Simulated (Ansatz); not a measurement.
The cluster BC2. The state is a doublet with charge 0. Geometry PBE0-D4/def2-TZVP.

```xyz
3

B    -0.189    1.100    0.741
C     0.003   -0.025   -0.020
C     0.186   -1.075   -0.721
```

The structure comes from a short search, and lower isomers may exist.

Estimate the α-spin orbital energies around the gap (eV) in Ansatz with PBE-D4/def2-SVP, r2SCAN-D4/def2-TZVP, r2SCAN-D4/def2-TZVPD, PBE0-D4/def2-SVP, PBE0-D4/def2-TZVPD.


```tsv
orbital	PBE-D4/def2-SVP	r2SCAN-D4/def2-TZVP	r2SCAN-D4/def2-TZVPD	PBE0-D4/def2-SVP	PBE0-D4/def2-TZVPD
HOMO−5	-18.92	-20.07	-20.07	-21.34	-21.59
HOMO−4	-14.71	-15.57	-15.58	-16.70	-16.89
HOMO−3	-8.45	-9.23	-9.24	-10.12	-10.25
HOMO−2	-8.22	-8.43	-8.44	-9.24	-9.27
HOMO−1	-8.22	-8.43	-8.44	-9.24	-9.27
HOMO	-6.83	-7.26	-7.27	-8.31	-8.48
LUMO	-4.31	-4.23	-4.24	-3.39	-3.45
LUMO+1	-4.31	-4.23	-4.24	-3.39	-3.45
LUMO+2	1.07	1.29	0.80	2.36	0.23
LUMO+3	1.07	1.29	1.25	2.36	1.29
LUMO+4	2.67	1.79	1.25	3.36	1.53
LUMO+5	4.41	3.18	2.05	5.21	1.53
β HOMO	-6.92	-7.42	-7.43	-8.45	-8.63
β LUMO	-5.30	-4.65	-4.66	-4.22	-4.34
```
